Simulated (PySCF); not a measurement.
SiO.
InChI=1S/OSi/c1-2

Theory: PySCF, TDDFT B3LYP/def2-SVPD, vertical, gas phase, core orbitals frozen in the response. Geometry: GFN2-xTB; no solvent, vibrations or thermal averaging.

Computed states:

```json
{"state": "S1", "E (eV)": "5.45", "f": "0.0000"}
{"state": "S2", "E (eV)": "5.54", "f": "0.060"}
{"state": "S3", "E (eV)": "5.54", "f": "0.060"}
{"state": "S4", "E (eV)": "5.69", "f": "0.0000"}
{"state": "S5", "E (eV)": "5.69", "f": "0.0000"}
{"state": "S6", "E (eV)": "7.47", "f": "0.012"}
{"state": "S7", "E (eV)": "8.57", "f": "0.017"}
{"state": "S8", "E (eV)": "8.57", "f": "0.017"}
```

Broadening: Gaussians 0.5 eV wide at half height, area fixed by f = 4.319×10⁻⁹ ∫ε dν̃. The cross-section is σ = 3.8235×10⁻²¹ ε cm², given in Mb (10⁻¹⁸ cm²). The width is an assumption, not a result. The curve ends short of the highest state used, and states not computed would add to its high-energy end.

**Question.** Give the broadened spectrum and its maxima.

**Answer.** 
(E (eV), σ (Mb)): (4.70, 0.01), (4.78, 0.04), (4.86, 0.14), (4.93, 0.37), (5.01, 1.03), (5.08, 2.25), (5.16, 4.78), (5.24, 8.81), (5.31, 13.39), (5.39, 18.92), (5.46, 22.79), (5.54, 24.68), (5.62, 23.18), (5.69, 19.54), (5.77, 14.07), (5.84, 9.39), (5.92, 5.18), (6.00, 2.48), (6.07, 1.16), (6.15, 0.42), (6.22, 0.16), (6.30, 0.04), (6.38, 0.01), (6.45, 0.00), (6.53, 0.00), (6.60, 0.00), (6.68, 0.00), (6.75, 0.01), (6.83, 0.03), (6.91, 0.08), (6.98, 0.17), (7.06, 0.38), (7.13, 0.69), (7.21, 1.18), (7.29, 1.75), (7.36, 2.20), (7.44, 2.50), (7.51, 2.50), (7.59, 2.18), (7.67, 1.65), (7.74, 1.15), (7.82, 0.68), (7.89, 0.41), (7.97, 0.29)

Maxima: 224 nm (5.55 eV), ε about 6500, made up of S2 (50%) and S3 (50%); 166 nm (7.47 eV), ε about 660, made up of S6 (100%) (ε in L mol⁻¹ cm⁻¹; maxima over ε = 5, shares over 10%).

**Question.** What would ε be at 5.55 eV, the highest of these maxima, with half the width (0.25 eV)?

**Answer.** About 12900 L mol⁻¹ cm⁻¹ against 6460, a factor of about 2.00; a lone state at its own centre would give exactly 2.

**Question.** Coming from long wavelengths, where does ε first pass 100 L mol⁻¹ cm⁻¹?

**Answer.** At about 251 nm (4.93 eV), 0.52 eV below S1.

**Question.** On this curve, what absorbance would a 10⁻⁵ mol/L sample give at 254 nm over a 1 cm path?

**Answer.** 254 nm is 4.881 eV, where ε is about 49 L mol⁻¹ cm⁻¹, so A = ε c l ≈ 0.00049 (Beer–Lambert, with the gas-phase spectrum and the assumed width).
